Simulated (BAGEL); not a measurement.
**HF/6-31G(d) (density fitting with qzvpp-jkfit, spherical functions) run of CH3FOS (SMILES O=[SH]CF)**

Aim: the energy change on altering one bond length of CH3FOS at HF/6-31G* (density fitting with qzvpp-jkfit, spherical functions), from 2 runs. 

The calculation is run with BAGEL 1.2.2.

2 further runs of the same task are left out: 1 that didn't finish, 1 set aside as unsound or not needed. Runs told in other sessions of the task aren't counted.

## (1) The system as given

The species is CH3FOS (7 atoms), meant as a singlet with charge 0. As SMILES, `O=[SH]CF`. The coordinates come from a GFN2-xTB relaxation. This is one conformer, not always the lowest.

Bond lengths: O1–S2 1.452 Å, S2–C3 1.886 Å, C3–F4 1.359 Å, S2–H5 1.425 Å, C3–H6 1.092 Å, C3–H7 1.092 Å. Angles: O1–S2–C3 106.7°, S2–C3–F4 108.7°, O1–S2–H5 104.6°, C3–S2–H5 87.9°, S2–C3–H6 109.2°, S2–C3–H7 109.5°, F4–C3–H6 108.5°, F4–C3–H7 108.0°, H6–C3–H7 112.9°.

## (2) The energy at HF/6-31G(d) (density fitting with qzvpp-jkfit, spherical functions)

input.json reads:

```json
{ "bagel": [

{
  "title": "molecule",
  "basis": "6-31gs.json",
  "df_basis": "qzvpp-jkfit",
  "angstrom": true,
  "geometry": [
    { "atom": "O", "xyz": [      -1.695160,      -0.503800,      -1.016040 ] },
    { "atom": "S", "xyz": [      -1.156090,       0.355800,       0.022880 ] },
    { "atom": "C", "xyz": [       0.623450,      -0.196970,       0.316460 ] },
    { "atom": "F", "xyz": [       0.628630,      -1.156330,       1.278890 ] },
    { "atom": "H", "xyz": [      -0.634220,       1.482230,      -0.676970 ] },
    { "atom": "H", "xyz": [       1.021130,      -0.628730,      -0.604340 ] },
    { "atom": "H", "xyz": [       1.212260,       0.647790,       0.679130 ] }
  ]
},

{
  "title": "hf"
},

{
  "title": "print",
  "file": "orbitals.molden",
  "orbitals": true
}

]}
```

The basis set 6-31G* is read from a file made from the Basis Set Exchange's data (not shown).

The run is started by

```console
BAGEL_NUM_THREADS=1 BAGEL input.json > input.out
```

The program printed:

```text
* using 1 threads per process

  ===============================================================
  ===============================================================

  *** Geometry ***

  { "atom" : "O", "xyz" : [     -3.203388,     -0.952044,     -1.920037 ] },
  { "atom" : "S", "xyz" : [     -2.184693,      0.672365,      0.043237 ] },
  { "atom" : "C", "xyz" : [      1.178150,     -0.372219,      0.598023 ] },
  { "atom" : "F", "xyz" : [      1.187939,     -2.185147,      2.416752 ] },
  { "atom" : "H", "xyz" : [     -1.198502,      2.801009,     -1.279288 ] },
  { "atom" : "H", "xyz" : [      1.929656,     -1.188128,     -1.142037 ] },
  { "atom" : "H", "xyz" : [      2.290839,      1.224146,      1.283370 ] },

  Number of auxiliary basis functions:      411

  Since a DF basis is specified, we compute 2- and 3-index integrals:
    o Being stored without compression. Storage requirement is 0.014 GB

  Number of basis functions:       66
  Number of electrons      :       42

    * METHOD: MOLECULE                             0.16

  *** RHF ***

  === Nuclear Repulsion ===
   175.5805982048

      * DIIS with orbital gradients will be used.

  === RHF iteration (6-31gs.json) ===
      0       -611.01050876          0.02798158           0.04
      1       -611.12320754          0.02307572           0.04
      2       -611.30998495          0.00229910           0.04
      3       -611.31243913          0.00095270           0.04
      4       -611.31281924          0.00017466           0.04
      5       -611.31284409          0.00006073           0.04
      6       -611.31284675          0.00002453           0.04
      7       -611.31284744          0.00000702           0.04
      8       -611.31284749          0.00000362           0.04
      9       -611.31284750          0.00000150           0.04
     10       -611.31284751          0.00000050           0.04
     11       -611.31284751          0.00000025           0.04
     12       -611.31284751          0.00000009           0.04
     13       -611.31284751          0.00000004           0.04
     14       -611.31284751          0.00000002           0.04
     15       -611.31284751          0.00000001           0.04
    * SCF iteration converged.

    * Permanent dipole moment:
           (   -0.963608,    -1.250740,    -0.373050) a.u.

    * METHOD: HF                                   0.81

    * METHOD: PRINT                                0.01

  ===============================================================
```

Wall time 1.1 s (1 thread of Arm Neoverse V1, shared host).

## (3) The distorted shape at the same level

hf.json reads:

```json
{ "bagel" : [

{
  "title" : "molecule",
  "basis" : "6-31gs.json",
  "df_basis" : "qzvpp-jkfit",
  "angstrom" : true,
  "geometry" : [
    { "atom" : "O", "xyz" : [      -1.776013,      -0.632727,      -1.171863 ] },
    { "atom" : "S", "xyz" : [      -1.156090,       0.355800,       0.022880 ] },
    { "atom" : "C", "xyz" : [       0.623450,      -0.196970,       0.316460 ] },
    { "atom" : "F", "xyz" : [       0.628630,      -1.156330,       1.278890 ] },
    { "atom" : "H", "xyz" : [      -0.634220,       1.482230,      -0.676970 ] },
    { "atom" : "H", "xyz" : [       1.021130,      -0.628730,      -0.604340 ] },
    { "atom" : "H", "xyz" : [       1.212260,       0.647790,       0.679130 ] }
  ]
},

{
  "title" : "hf",
  "charge" : 0
},

{
  "title" : "print",
  "file" : "orbitals.molden",
  "orbitals" : true
}

]}
```

The basis set 6-31G* is read from a file made from the Basis Set Exchange's data (not shown).

The run is started by

```console
BAGEL_NUM_THREADS=1 BAGEL hf.json > hf.out
```

The program printed:

```text
* using 1 threads per process

  ===============================================================
  ===============================================================

  *** Geometry ***

  { "atom" : "O", "xyz" : [     -3.356178,     -1.195681,     -2.214500 ] },
  { "atom" : "S", "xyz" : [     -2.184693,      0.672365,      0.043237 ] },
  { "atom" : "C", "xyz" : [      1.178150,     -0.372219,      0.598023 ] },
  { "atom" : "F", "xyz" : [      1.187939,     -2.185147,      2.416752 ] },
  { "atom" : "H", "xyz" : [     -1.198502,      2.801009,     -1.279288 ] },
  { "atom" : "H", "xyz" : [      1.929656,     -1.188128,     -1.142037 ] },
  { "atom" : "H", "xyz" : [      2.290839,      1.224146,      1.283370 ] },

  Number of auxiliary basis functions:      411

  Since a DF basis is specified, we compute 2- and 3-index integrals:
    o Being stored without compression. Storage requirement is 0.014 GB

  Number of basis functions:       66
  Number of electrons      :       42

    * METHOD: MOLECULE                             0.16

  *** RHF ***

  === Nuclear Repulsion ===
   168.2332411604

      * DIIS with orbital gradients will be used.

  === RHF iteration (6-31gs.json) ===
      0       -610.91335078          0.03053039           0.04
      1       -610.88930443          0.03178792           0.04
      2       -611.28133177          0.00382291           0.04
      3       -611.28821060          0.00165730           0.04
      4       -611.28975580          0.00049049           0.04
      5       -611.29008694          0.00020520           0.04
      6       -611.29014585          0.00009127           0.04
      7       -611.29015835          0.00002357           0.04
      8       -611.29015896          0.00000891           0.04
      9       -611.29015904          0.00000511           0.04
     10       -611.29015907          0.00000212           0.04
     11       -611.29015908          0.00000104           0.04
     12       -611.29015908          0.00000050           0.04
     13       -611.29015908          0.00000019           0.04
     14       -611.29015908          0.00000009           0.04
     15       -611.29015908          0.00000004           0.04
     16       -611.29015908          0.00000002           0.04
     17       -611.29015908          0.00000001           0.04
    * SCF iteration converged.

    * Permanent dipole moment:
           (   -1.254804,    -1.457310,    -0.548578) a.u.

    * METHOD: HF                                   0.89

    * METHOD: PRINT                                0.01

  ===============================================================
```

Wall time 1.2 s (1 thread of Arm Neoverse V1, shared host).

## (4) What came out

Level: HF/6-31G* (density fitting with qzvpp-jkfit, spherical functions).

| quantity | value |
| --- | --- |
| first shape: total energy | -611.31285 Eh |
| first shape: dipole moment | 4.12 D |
| first shape: HOMO energy | -10.69 eV |
| first shape: LUMO energy | 3.79 eV |
| first shape: HOMO–LUMO gap | 14.48 eV |
| distorted shape: total energy | -611.29016 Eh |
| distorted shape: dipole moment | 5.08 D |
| distorted shape: HOMO energy | -10.88 eV |
| distorted shape: LUMO energy | 3.23 eV |
| distorted shape: HOMO–LUMO gap | 14.10 eV |
| energy change with the O1–S2 bond stretched from 1.452 to 1.670 Å | 0.617 eV |

With the O1–S2 bond stretched from 1.452 to 1.670 Å the energy rises by 0.62 eV (59.6 kJ/mol). The first shape isn't relaxed at this level, so the change isn't measured from a minimum.
